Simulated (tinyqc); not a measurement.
UHF in the sto-3g basis, for LiH+, spin multiplicity 2, step by step. One step of it, computed by the program tinyqc.

Task: Iteration 3: diagonalisation and new density. Diagonalise F' = X^T F X, C = X C', fill 2 alpha and 1 beta electrons from the bottom; D(s) = C_occ C_occ^T; the new density keeps 0.2 of the old one (damping). Each column has its largest component positive (the first on a tie).

extrapolated F(alpha) (hartree), order 1Li 1s, 1Li 2s, 1Li 2px, 1Li 2py, 1Li 2pz, 2H 1s:
```
[[-4.352376, -0.896457, 0.000000, 0.000000, 0.009537, -0.007480],
 [-0.896457, -0.829616, 0.000000, 0.000000, 0.072005, -0.031519],
 [0.000000, 0.000000, -0.604747, 0.021246, 0.000000, 0.000000],
 [0.000000, 0.000000, 0.021246, -0.863621, 0.000000, 0.000000],
 [0.009537, 0.072005, 0.000000, 0.000000, -0.623651, 0.021356],
 [-0.007480, -0.031519, 0.000000, 0.000000, 0.021356, 0.064416]]
```

extrapolated F(beta) (hartree), order 1Li 1s, 1Li 2s, 1Li 2px, 1Li 2py, 1Li 2pz, 2H 1s:
```
[[-4.340958, -0.884500, 0.000000, 0.000000, 0.009448, -0.007285],
 [-0.884500, -0.766508, 0.000000, 0.000000, 0.071977, -0.029598],
 [0.000000, 0.000000, -0.586089, -0.002732, 0.000000, 0.000000],
 [0.000000, 0.000000, -0.002732, -0.552796, 0.000000, 0.000000],
 [0.009448, 0.071977, 0.000000, 0.000000, -0.606945, 0.022384],
 [-0.007285, -0.029598, 0.000000, 0.000000, 0.022384, 0.064722]]
```

X, order 1Li 1s, 1Li 2s, 1Li 2px, 1Li 2py, 1Li 2pz, 2H 1s:
```
[[1.023087, -0.126772, 0.000000, 0.000000, -0.002376, 0.012619],
 [-0.126772, 1.031617, 0.000000, 0.000000, 0.013091, -0.077798],
 [0.000000, 0.000000, 1.000000, 0.000000, 0.000000, 0.000000],
 [0.000000, 0.000000, 0.000000, 1.000000, 0.000000, 0.000000],
 [-0.002376, 0.013091, 0.000000, 0.000000, 1.019390, -0.115877],
 [0.012619, -0.077798, 0.000000, 0.000000, -0.115877, 1.027853]]
```

D(alpha) after iteration 2, order 1Li 1s, 1Li 2s, 1Li 2px, 1Li 2py, 1Li 2pz, 2H 1s:
```
[[0.959859, 0.000083, 0.000000, 0.000000, -0.000309, 0.000602],
 [0.000083, 0.000574, 0.000000, 0.000000, 0.002548, -0.004336],
 [0.000000, 0.000000, 0.006602, -0.080986, 0.000000, 0.000000],
 [0.000000, 0.000000, -0.080986, 0.993398, 0.000000, 0.000000],
 [-0.000309, 0.002548, 0.000000, 0.000000, 0.012970, -0.022076],
 [0.000602, -0.004336, 0.000000, 0.000000, -0.022076, 0.037576]]
```

D(beta) after iteration 2, order 1Li 1s, 1Li 2s, 1Li 2px, 1Li 2py, 1Li 2pz, 2H 1s:
```
[[0.961969, -0.004320, 0.000000, 0.000000, -0.000441, 0.001120],
 [-0.004320, 0.000584, 0.000000, 0.000000, 0.002547, -0.004336],
 [0.000000, 0.000000, 0.000000, 0.000000, 0.000000, 0.000000],
 [0.000000, 0.000000, 0.000000, 0.000000, 0.000000, 0.000000],
 [-0.000441, 0.002547, 0.000000, 0.000000, 0.012970, -0.022076],
 [0.001120, -0.004336, 0.000000, 0.000000, -0.022076, 0.037576]]
```

overlap S, order 1Li 1s, 1Li 2s, 1Li 2px, 1Li 2py, 1Li 2pz, 2H 1s:
```
[[1.000000, 0.241137, 0.000000, 0.000000, 0.000000, 0.003129],
 [0.241137, 1.000000, 0.000000, 0.000000, 0.000000, 0.143715],
 [0.000000, 0.000000, 1.000000, 0.000000, 0.000000, 0.000000],
 [0.000000, 0.000000, 0.000000, 1.000000, 0.000000, 0.000000],
 [0.000000, 0.000000, 0.000000, 0.000000, 1.000000, 0.221422],
 [0.003129, 0.143715, 0.000000, 0.000000, 0.221422, 1.000000]]
```

Give: F' = X^T F X; orbital energies; coefficients C; F' = X^T F X; orbital energies; coefficients C; D(alpha) after iteration 3; D(beta) after iteration 3.

Result:

F' = X^T F X (alpha) (hartree):
```
[[-4.337, -0.288, 0.000, 0.000, 0.002, 0.005],
 [-0.288, -0.711, 0.000, 0.000, 0.060, 0.008],
 [0.000, 0.000, -0.605, 0.021, 0.000, 0.000],
 [0.000, 0.000, 0.021, -0.864, 0.000, 0.000],
 [0.002, 0.060, 0.000, 0.000, -0.650, 0.083],
 [0.005, 0.008, 0.000, 0.000, 0.083, 0.057]]
```

orbital energies (alpha) (hartree): [-4.359, -0.865, -0.734, -0.614, -0.603, 0.067]

coefficients C (alpha), order 1Li 1s, 1Li 2s, 1Li 2px, 1Li 2py, 1Li 2pz, 2H 1s:
```
[[1.010, 0.000, -0.162, -0.129, 0.000, 0.010],
 [-0.045, 0.000, 0.805, 0.658, 0.000, -0.056],
 [0.000, -0.081, 0.000, 0.000, 0.997, 0.000],
 [0.000, 0.997, 0.000, 0.000, 0.081, 0.000],
 [-0.003, 0.000, -0.622, 0.816, 0.000, 0.004],
 [0.005, 0.000, 0.067, -0.245, 0.000, 1.006]]
```

F' = X^T F X (beta) (hartree):
```
[[-4.327, -0.285, 0.000, 0.000, 0.002, 0.005],
 [-0.285, -0.647, 0.000, 0.000, 0.061, 0.005],
 [0.000, 0.000, -0.586, -0.003, 0.000, 0.000],
 [0.000, 0.000, -0.003, -0.553, 0.000, 0.000],
 [0.002, 0.061, 0.000, 0.000, -0.633, 0.082],
 [0.005, 0.005, 0.000, 0.000, 0.082, 0.057]]
```

orbital energies (beta) (hartree): [-4.349, -0.694, -0.586, -0.574, -0.553, 0.067]

coefficients C (beta), order 1Li 1s, 1Li 2s, 1Li 2px, 1Li 2py, 1Li 2pz, 2H 1s:
```
[[1.010, 0.133, 0.000, -0.156, 0.000, 0.010],
 [-0.047, -0.664, 0.000, 0.800, 0.000, -0.058],
 [0.000, 0.000, 0.997, 0.000, -0.081, 0.000],
 [0.000, 0.000, 0.081, 0.000, 0.997, 0.000],
 [-0.003, 0.767, 0.000, 0.681, 0.000, 0.005],
 [0.006, -0.116, 0.000, -0.227, 0.000, 1.006]]
```

D(alpha) after iteration 3, order 1Li 1s, 1Li 2s, 1Li 2px, 1Li 2py, 1Li 2pz, 2H 1s:
```
[[1.008, -0.036, 0.000, 0.000, -0.003, 0.004],
 [-0.036, 0.002, 0.000, 0.000, 0.001, -0.001],
 [0.000, 0.000, 0.007, -0.081, 0.000, 0.000],
 [0.000, 0.000, -0.081, 0.993, 0.000, 0.000],
 [-0.003, 0.001, 0.000, 0.000, 0.003, -0.004],
 [0.004, -0.001, 0.000, 0.000, -0.004, 0.008]]
```

D(beta) after iteration 3, order 1Li 1s, 1Li 2s, 1Li 2px, 1Li 2py, 1Li 2pz, 2H 1s:
```
[[1.009, -0.039, 0.000, 0.000, -0.003, 0.005],
 [-0.039, 0.002, 0.000, 0.000, 0.001, -0.001],
 [0.000, 0.000, 0.000, 0.000, 0.000, 0.000],
 [0.000, 0.000, 0.000, 0.000, 0.000, 0.000],
 [-0.003, 0.001, 0.000, 0.000, 0.003, -0.004],
 [0.005, -0.001, 0.000, 0.000, -0.004, 0.008]]
```
